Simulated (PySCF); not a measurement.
## PySCF run on MgF

File input.py (PySCF 2.14):

```python
from pyscf import gto, scf

mol = gto.M(
    atom='Mg 0 0 0; F 0 0 1.832',
    basis='pcseg-2',
    charge=0,
    spin=3,
    verbose=4,
)
mf = scf.UHF(mol)
mf.kernel()
mf.analyze()
print('orbital energies (hartree):', [e[max(0, n-3):n+3].round(4) for e, n in zip(mf.mo_energy, mol.nelec)])
```

```bash
$ OMP_NUM_THREADS=1 python input.py
```

Output (some set-up lines and the per-cycle HOMO/LUMO lines with their warnings removed):

```
PySCF version 2.14.0

[INPUT] verbose = 4
[INPUT] num. atoms = 2
[INPUT] num. electrons = 21
[INPUT] charge = 0
[INPUT] spin (= nelec alpha-beta = 2S) = 3
[INPUT] symmetry False subgroup None
[INPUT] Mole.unit = angstrom
[INPUT] Symbol           X                Y                Z      unit          X                Y                Z       unit  Magmom
[INPUT]  1 Mg     0.000000000000   0.000000000000   0.000000000000 AA    0.000000000000   0.000000000000   0.000000000000 Bohr   0.0
[INPUT]  2 F      0.000000000000   0.000000000000   1.832000000000 AA    0.000000000000   0.000000000000   3.461978260203 Bohr   0.0

nuclear repulsion = 31.1960364516157
number of shells = 7
number of NR pGTOs = 93
number of NR cGTOs = 49
basis = pcseg-2
ecp = {}

******** <class 'pyscf.scf.uhf.UHF'> ********
method = UHF
initial guess = minao
damping factor = 0
level_shift factor = 0
DIIS = <class 'pyscf.scf.diis.CDIIS'>
diis_start_cycle = 1
diis_space = 8
diis_damp = 0
SCF conv_tol = 1e-09
SCF conv_tol_grad = None
SCF max_cycles = 50
direct_scf = True
direct_scf_tol = 1e-13
number electrons alpha = 12  beta = 9
Set gradient conv threshold to 3.16228e-05
init E= -298.894089509377

cycle= 1 E= -298.868465469854  delta_E= 0.0256  |g|= 0.267  |ddm|= 1.45
cycle= 2 E= -298.90458080245  delta_E= -0.0361  |g|= 0.117  |ddm|= 0.358
cycle= 3 E= -298.909040745524  delta_E= -0.00446  |g|= 0.0251  |ddm|= 0.0941
cycle= 4 E= -298.909834996227  delta_E= -0.000794  |g|= 0.00621  |ddm|= 0.0736
cycle= 5 E= -298.909914474953  delta_E= -7.95e-05  |g|= 0.00223  |ddm|= 0.0242
cycle= 6 E= -298.909937787466  delta_E= -2.33e-05  |g|= 0.0017  |ddm|= 0.00963
cycle= 7 E= -298.909959032274  delta_E= -2.12e-05  |g|= 0.00162  |ddm|= 0.00873
cycle= 8 E= -298.910027682434  delta_E= -6.87e-05  |g|= 0.00144  |ddm|= 0.0306
cycle= 9 E= -298.910219354772  delta_E= -0.000192  |g|= 0.000876  |ddm|= 0.133
cycle= 10 E= -298.910236493339  delta_E= -1.71e-05  |g|= 0.000653  |ddm|= 0.0284
cycle= 11 E= -298.910245291442  delta_E= -8.8e-06  |g|= 0.000148  |ddm|= 0.0293
cycle= 12 E= -298.910245995476  delta_E= -7.04e-07  |g|= 0.000123  |ddm|= 0.0108
cycle= 13 E= -298.910246022299  delta_E= -2.68e-08  |g|= 1.55e-05  |ddm|= 0.000616
cycle= 14 E= -298.910246023923  delta_E= -1.62e-09  |g|= 6.59e-06  |ddm|= 0.000535
cycle= 15 E= -298.910246024  delta_E= -7.75e-11  |g|= 8.65e-07  |ddm|= 3.55e-05
Extra cycle  E= -298.910246024001  delta_E= -1.14e-12  |g|= 3.6e-07  |ddm|= 2.16e-06
converged SCF energy = -298.910246024001  <S^2> = 3.7538001  2S+1 = 4.0018996
**** SCF Summaries ****
Total Energy =                        -298.910246024001253
Nuclear Repulsion Energy =              31.196036451615722
One-electron Energy =                 -479.400841196732017
Two-electron Energy =                  149.294558721115038
Two-electron Coulomb Energy =          175.414815238182229
DFT Exchange-Correlation Energy =      -26.120256517067190
**** MO energy ****
                             alpha | beta                alpha | beta
[1 lines left out]
MO #2   energy= -26.5324925217907  | -26.4794818338154  occ= 1 | 1
MO #3   energy= -3.80102264793703  | -3.78553556469973  occ= 1 | 1
MO #4   energy= -2.32149963830072  | -2.31496173549032  occ= 1 | 1
MO #5   energy= -2.32087507041423  | -2.31099890366842  occ= 1 | 1
MO #6   energy= -2.31633486703985  | -2.30334670971166  occ= 1 | 1
MO #7   energy= -1.81758470828838  | -1.61845681655033  occ= 1 | 1
MO #8   energy= -0.984113628803312 | -0.833911313520931 occ= 1 | 1
MO #9   energy= -0.892079483338756 | -0.814297473796989 occ= 1 | 1
MO #10  energy= -0.867030361070647 | -0.0726367544006603 occ= 1 | 0
MO #11  energy= -0.305353994555857 | 0.0208823928841522 occ= 1 | 0
MO #12  energy= -0.173292997095563 | 0.0936024945718756 occ= 1 | 0
MO #13  energy= 0.0334297929252152 | 0.118935916720242  occ= 0 | 0
MO #14  energy= 0.0670530265562927 | 0.132614357909716  occ= 0 | 0
MO #15  energy= 0.180914941214295  | 0.245963022062868  occ= 0 | 0
[34 lines left out]

To work with the spin densities directly, `use mulliken_meta_spin()` only printing them here.

 ** Mulliken spin pop alpha/beta on meta-lowdin orthogonal AOs **
 ** Mulliken Spin Density (per AO)  **
 ** Mulliken Spin Density (per atom)  **
spin density of  0 Mg =      1.92631
spin density of  1 F =      1.07369
 ** Mulliken pop alpha/beta on meta-lowdin orthogonal AOs **
 ** Mulliken pop       alpha | beta **
pop of  0 Mg 1s        1.00000 | 1.00000
pop of  0 Mg 2s        0.99997 | 0.99995
pop of  0 Mg 3s        0.97484 | 0.02485
pop of  0 Mg 4s        0.00095 | 0.00011
pop of  0 Mg 5s        0.00025 | 0.00004
pop of  0 Mg 2px       0.99998 | 1.00000
pop of  0 Mg 2py       1.00000 | 0.99999
pop of  0 Mg 2pz       1.00000 | 0.99999
pop of  0 Mg 3px       0.04850 | 0.00001
pop of  0 Mg 3py       0.90868 | 0.00000
pop of  0 Mg 3pz       0.01306 | 0.00031
pop of  0 Mg 4px       0.00025 | 0.00011
[37 lines left out]
In total            12.00000 | 9.00000
 ** Mulliken atomic charges   ( Nelec_alpha | Nelec_beta ) **
charge of  0Mg =      0.02019  (     6.95306      5.02675 )
charge of  1F =     -0.02019  (     5.04694      3.97325 )
Dipole moment(X, Y, Z, Debye):  0.00000,  0.00000,  2.41025
orbital energies (hartree): [array([-0.867 , -0.3054, -0.1733,  0.0334,  0.0671,  0.1809]), array([-1.6185, -0.8339, -0.8143, -0.0726,  0.0209,  0.0936])]
```

In short: E(SCF) = -298.910246 Eh, 15 cycles, ⟨S²⟩ = 3.754, μz(SCF) = 2.41 D.

It ran on AMD EPYC 9R45 (1 thread, shared host) in 0.58 s, peak memory 0.12 GiB.

At this level a UHF run with spin=1 ends 6.04 eV lower; the true order of the states can differ. The bond length is a typed value, not an optimised one. No search for the lowest solution was made.
